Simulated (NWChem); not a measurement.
## Atomisation of H$_{4}$Si

SMILES: [SiH4]
```xyz
5

Si     0.0000     0.0000     0.0000
H      1.2273     0.0000    -0.8678
H     -1.2273     0.0000    -0.8678
H      0.0000     1.2273     0.8678
H      0.0000    -1.2273     0.8678
```
Charge 0, spin multiplicity 1.

Everything below was run with NWChem. The geometry was optimised at PBE/def2-SVP, a minimum by its harmonic frequencies.

Basis set: def2-TZVP. The atomisation energy is electronic alone: no zero-point, thermal, spin-orbit or counterpoise terms. No value is extrapolated to the basis-set limit. Free atoms are single determinants with multiplicities Si 3, H 2.

B3LYP has NWChem's definition, with VWN1-RPA local correlation. The structure started from a generated list of species. No SCF solution was tested for a lower state. Open-shell Hartree-Fock references start from PBE0 orbitals.

**Question.** One of these methods gave an atomisation energy of 255.3 kcal/mol. Which?
A) B3LYP
B) HF
C) PBE
D) BLYP

**Answer.** B, HF. The others give 313.6 (PBE), 317.7 (BLYP), 323.2 (B3LYP).
